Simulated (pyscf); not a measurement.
# Four-centre exchange: GaH₃ + H₂O -> HO–GaH₂ + H₂

Gas phase, singlet surface, charge 0. Bonds broken: Ga1–H2, O5–H6. Bonds formed: Ga1–O5, H2–H6. Structures and frequencies: ωB97X-D3(BJ)/def2-SVP in PySCF.

Transition state (Å):

```xyz
7

Ga    -1.5843    -0.7442    -0.0861
H     -1.1147     0.2534     1.3988
H     -1.0818    -2.2011     0.1534
H     -2.9562    -0.2243    -0.5965
O     -0.1303     0.4732    -0.5867
H     -0.4913     0.5368     0.6798
H      0.7409     0.0728    -0.7058
```

One imaginary mode, 1306i cm⁻¹; descent along it reached the two sides named, in the forms told below.

```json
[
 {"bond": "Ga1–H2", "change": "breaks", "reactant side (Å)": "1.582", "saddle": "1.849", "product side": "2.7"},
 {"bond": "O5–H6", "change": "breaks", "reactant side (Å)": "0.967", "saddle": "1.318", "product side": "2.9"},
 {"bond": "Ga1–O5", "change": "forms", "reactant side (Å)": "2.183", "saddle": "1.961", "product side": "1.791"},
 {"bond": "H2–H6", "change": "forms", "reactant side (Å)": "2.7", "saddle": "0.993", "product side": "0.761"}
]
```

Electronic energies relative to the separated reactants (kcal/mol):

| level | barrier | reaction energy | reverse barrier |
|---|---|---|---|
| ωB97X-D3(BJ)/def2-TZVP | 8.5 | -13.5 | 22.1 |
| PBE/def2-TZVP | 4.4 | -13.7 | 18.1 |
| r²SCAN/def2-TZVP | 4.0 | -15.0 | 19.0 |
| B3LYP-D3(BJ)/def2-TZVP | 8.5 | -13.7 | 22.2 |
| PBE0-D3(BJ)/def2-TZVP | 6.8 | -12.0 | 18.9 |
| M06-2X/def2-TZVP | 5.7 | -17.1 | 22.8 |
| ωB97M-D3(BJ)/def2-TZVP | 10.0 | -12.2 | 22.1 |
| HF/def2-TZVP | 23.3 | -9.8 | 33.0 |

With ωB97M-D3(BJ)/def2-TZVP energies and thermal terms (ideal gas, 1 atm, RRHO with modes under 100 cm⁻¹ raised to 100, one conformer, R ln 2 for chiral ones without a mode under 150 cm⁻¹), in kcal/mol:

| T (K) | ΔH‡ | ΔG‡ | ΔH | ΔG |
|---|---|---|---|---|
| 298 | 8.8 | 18.0 | -14.2 | -13.2 |
| 600 | 8.8 | 27.5 | -13.3 | -12.6 |
| 900 | 9.3 | 36.7 | -12.4 | -12.5 |
| 1200 | 10.1 | 45.7 | -11.8 | -12.6 |

On the reactant side the descent ends in an adduct with a Ga–O contact, 15.9 kcal/mol under the separated species and 24.4 kcal/mol under the saddle at ωB97X-D3(BJ)/def2-TZVP. What is counted as formed (Ga–O) is already present as a longer contact in the reactant adduct; forming that adduct is a step of its own. At the saddle there is also a short Ga–H contact that neither side keeps. One saddle was located; it need not be the lowest between these sides. Elements up to Kr have no core potential and no relativistic terms here.
